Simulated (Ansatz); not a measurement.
# CH₃AlSi (SMILES [AlH2][C]#[SiH]): functionals against CCSD(T) at one geometry

The task here is to estimate one member of a computed series from the others.

Program: Ansatz 0.2.0, Gaussian basis. Level of theory: single points in def2-TZVPP. These are calculated values, not measurements.

Cores are frozen in the correlated methods.

### Starting geometry

SMILES `[AlH2][C]#[SiH]`, 6 atoms, charge 0, spin multiplicity 1.

Atoms are counted from 1 here; the program's logs count them from 0.

Bond lengths: Al1–C2 1.939 Å, Al1–H4 1.562 Å, Al1–H5 1.591 Å, C2–Si3 1.712 Å, Si3–H6 1.457 Å. Angles: C2–Al1–H4 130.4°, C2–Al1–H5 125.9°, H4–Al1–H5 103.4°, Al1–C2–Si3 106.2°, C2–Si3–H6 173.1°.

As a file:

```
Al   -0.74290    0.24120   -0.88790
C     0.75200   -0.92390   -0.47720
Si    1.18570   -0.59140    1.14510
H    -2.09550   -0.06390   -1.60630
H    -0.77730    1.81940   -0.69000
H     1.67410   -0.43750    2.50880
```

Set-up of the first run:

run/in.yaml reads:

```yaml
crystal:
  periodic: [false, false, false]
  atoms:
    - {symbol: Al, position_ang: [-0.742900, 0.241200, -0.887900]}
    - {symbol: C, position_ang: [0.752000, -0.923900, -0.477200]}
    - {symbol: Si, position_ang: [1.185700, -0.591400, 1.145100]}
    - {symbol: H, position_ang: [-2.095500, -0.063900, -1.606300]}
    - {symbol: H, position_ang: [-0.777300, 1.819400, -0.690000]}
    - {symbol: H, position_ang: [1.674100, -0.437500, 2.508800]}
basis:
  gaussian: {orbitals: def2-TZVPP}
correlation: {method: ccsd_t}
output: {forces: true}
```

The command line of these runs was not kept.

Among the steps run: CCSD(T)/def2-TZVPP; PBE0-D4/def2-TZVPP; wB97M-V/def2-TZVPP; r2SCAN-D4/def2-TZVPP; PBE-D4/def2-TZVPP; r2SCAN0-D4/def2-TZVPP; BLYP-D4/def2-TZVPP.

One of the session's tables, all rows but one given; the rest of the session is left out.

| method | RMS force component (eV/Å) | angle to CCSD(T) forces (°) | dipole (D) |
| --- | --- | --- | --- |
| CCSD(T) | 0.652 | reference | 3.66 |
| PBE0-D4 | 0.920 | 11.4 | 4.01 |
| wB97M-V | 1.001 | 14.6 | 4.22 |
| r2SCAN-D4 | ? | ? | ? |
| PBE-D4 | 0.757 | 9.6 | 3.68 |
| r2SCAN0-D4 | 0.970 | 13.2 | 4.12 |
| BLYP-D4 | 0.714 | 6.0 | 3.66 |

**Question.** Estimate the row for r2SCAN-D4.

**Answer.** RMS force component (eV/Å): 0.840; angle to CCSD(T) forces (°): 9.5; dipole (D): 3.87. In the column «RMS force component (eV/Å)» it lies between PBE-D4 (0.757) and PBE0-D4 (0.920).
